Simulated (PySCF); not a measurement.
Job file and geometry (Å, from GFN2-xTB) of an NMR shielding run on `Clc1cscn1`, C3H2ClNS, GIAO PBE0/pcSseg-1 NMR shielding, non-relativistic, gas phase in PySCF; density fitting, a coarse starting grid and PySCF grid level 2 are the driver's defaults:

```
$ OMP_NUM_THREADS=1 python probes_run.py task.json out

{"job": {"kind": "nmr", "xc": "PBE0", "basis": "pcSseg-1"}, "charge": 0, "multiplicity": 1}
Cl    -1.972476     1.706491     0.377782
C     -0.682610     0.592848     0.376673
C     -0.828007    -0.761976     0.439861
S      0.716898    -1.508146     0.413665
C      1.425650     0.070804     0.319786
N      0.590907     1.043302     0.309661
H     -1.729044    -1.335378     0.498285
H      2.487739     0.201467     0.274556
```

**Question.** Write the output of this run.

**Answer.** 
```
coarse grid: 8808 points
cycle   1  E = -1028.0403784870  dE =  1.231e+00  |g| = 3.325e-01  |ddm| = 3.038e+00
cycle   2  E = -1028.0161382759  dE =  2.424e-02  |g| = 4.834e-01  |ddm| = 7.206e-01
cycle   3  E = -1028.0666342080  dE = -5.050e-02  |g| = 6.731e-02  |ddm| = 4.309e-01
cycle   4  E = -1028.0672050730  dE = -5.709e-04  |g| = 4.328e-02  |ddm| = 8.955e-02
cycle   5  E = -1028.0676336469  dE = -4.286e-04  |g| = 8.716e-03  |ddm| = 4.554e-02
cycle   6  E = -1028.0676515557  dE = -1.791e-05  |g| = 3.219e-03  |ddm| = 1.243e-02
cycle   7  E = -1028.0676539437  dE = -2.388e-06  |g| = 1.391e-03  |ddm| = 4.723e-03
final grid: 78856 points
cycle   8  E = -1028.1036551294  dE = -1.348e-05  |g| = 9.482e-03  |ddm| = 2.427e-02
cycle   9  E = -1028.1036047563  dE =  5.037e-05  |g| = 1.644e-02  |ddm| = 2.606e-02
cycle  10  E = -1028.1036764340  dE = -7.168e-05  |g| = 2.139e-03  |ddm| = 1.858e-02
cycle  11  E = -1028.1036774538  dE = -1.020e-06  |g| = 4.932e-04  |ddm| = 2.035e-03
cycle  12  E = -1028.1036775098  dE = -5.602e-08  |g| = 4.627e-05  |ddm| = 4.562e-04
cycle  13  E = -1028.1036775102  dE = -3.533e-10  |g| = 2.668e-05  |ddm| = 7.631e-05
converged SCF energy = -1028.1036775102

GIAO shielding tensors (ppm)
atom      isotropic    diamagn.    paramagn.     s11        s22        s33       span
  0 Cl     735.347    1145.460    -410.112    493.420    695.258   1017.364    523.944
  1 C       35.740     251.039    -215.298    -30.861     65.841     72.241    103.102
  2 C       64.633     257.677    -193.045    -15.583     69.083    140.398    155.981
  3 S      212.220    1055.668    -843.448     -3.929    275.203    365.385    369.314
  4 C       31.650     256.365    -224.715    -47.476     26.287    116.139    163.614
  5 N      -92.712     327.375    -420.087   -375.974   -112.635    210.473    586.446
  6 H       24.754      30.879      -6.125     21.097     26.133     27.031      5.934
  7 H       23.441      29.457      -6.016     20.102     22.610     27.611      7.509
```

**Question.** Turn these shieldings into chemical shifts. References, each an isolated molecule treated in the same way: ³⁵Cl (σref 949.78) against HCl; ¹³C (σref 186.93), ¹H (σref 31.72) against TMS; ³³S (σref 503.73) against CS2; ¹⁵N (σref 267.73) against NH3.

**Answer.** Averaging equivalent atoms: Cl 0: 214; C 4: 155.3; C 1: 151.2; C 2: 122.3; S 3: 292; N 5: 360.4; H 7: 8.28; H 6: 6.96 ppm. Experimental scales use liquid or dissolved standards, which lie at an offset from isolated NH3 (liquid NH3: subtract about 20 ppm). Unscaled 15N shifts of sp2 nitrogen often come out too high even then, by a few to some tens of ppm.

Size and cost of the density-fitted run: 126 basis functions, 9 s wall time on 1 thread of an AMD EPYC 7B13, shared host; peak memory 0.61 GiB.
